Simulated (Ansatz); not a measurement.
**Which is lower?**

Two relaxed structures of AlH₂O (charge -1), closed shell (PBE0-D4/def2-TZVPD; forces vanish, vibrations not checked).

A:

```json
{"atom": "O1", "x (Å)": "0.0335", "y (Å)": "-0.8660", "z (Å)": "1.4726"}
{"atom": "Al2", "x (Å)": "0.0014", "y (Å)": "-0.0356", "z (Å)": "0.0605"}
{"atom": "H3", "x (Å)": "-1.0690", "y (Å)": "-0.2619", "z (Å)": "-1.1618"}
{"atom": "H4", "x (Å)": "1.0341", "y (Å)": "1.1635", "z (Å)": "-0.3713"}
```

B:

O1  (-0.323, -1.130, 1.407)
Al2  (0.149, 0.065, 0.161)
H3  (-1.014, -0.341, -1.015)
H4  (0.253, -1.035, 2.167)
(Å)

Ansatz 0.2.0; basis: def2-TZVPPD; cores frozen in the correlated methods. B3LYP uses VWN-RPA correlation.

(1) Which structure is lower at CCSD(T), and by how much? (Judge from chemistry; the value comes from the calculation.)

(2) Do the other methods give the same order? (Judge from chemistry; the calculation decides.)

T1 diagnostic: at most 0.024. The restricted Hartree–Fock reference is unstable towards an unrestricted one at one or more of these structures.

Answers

(1) The calculation gives: A, by 6.0 kJ/mol (electronic energy, against the other). By their contacts, A is AlH₂O ([O][AlH2]), total charge -1 and B is AlH₂O ([OH][AlH]), total charge -1.

(2) The calculation gives: Not all: PBE0-D4, HF, CCSD give the other order.

```
   method  E(B) − E(A) (kJ/mol)
   PBE-D4                   9.1
r2SCAN-D4                  15.4
  PBE0-D4                  -2.8
 B3LYP-D4                  12.1
  wB97M-V                   5.0
       HF                 -20.1
      MP2                  27.5
     CCSD                  -1.0
  CCSD(T)                   6.0
```

Labels in which every atom is bracketed show which atoms are joined, not bond orders.

For scale, one of the runs: CCSD(T)/def2-TZVPPD, 122 basis functions, launched by `ansatz run in.yaml --threads 2 --pin off --events-out ev --progress --plain --max-ram 4352MiB`. Hardware: 2 CPU threads of an Arm Neoverse V1, shared host. Wall time about 4.5 s.
